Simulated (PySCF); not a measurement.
# Shapes and spin states of SiH₂

Computed with B3LYP in PySCF with Si def2-TZVP, H def2-TZVP; no relativity; density-fitted integrals.

Relaxations began from a few typed shapes and spin states; open shells are unrestricted. The search is not exhaustive: other isomers or separated fragments can lie lower, and high-lying points may rest on an excited occupation.

| spin | group | bonds | angles | imaginary modes (cm⁻¹) | ΔE (kJ/mol) | ΔE with ZPE (kJ/mol) |
| --- | --- | --- | --- | --- | --- | --- |
| singlet | C2v | Si–H 1.523 Å (×2) | H–Si–H 91.5° | none | 0.0 | 0.0 |
| triplet | C2v | Si–H 1.485 Å (×2) | H–Si–H 118.5° | none | 86.1 | 87.2 |
| triplet | D∞h | Si–H 1.455 Å (×2) | H–Si–H 180.0° | 1464i, 1464i | 185.8 | – |

The lowest minimum found is the singlet C2v: Si–H 1.523 Å (×2); H–Si–H 91.5°.

Counting electrons, silicon keeps 2 of its valence electrons outside its bonds, so the VSEPR class is AX2E1 and the expected shape is bent (C2v), as computed.
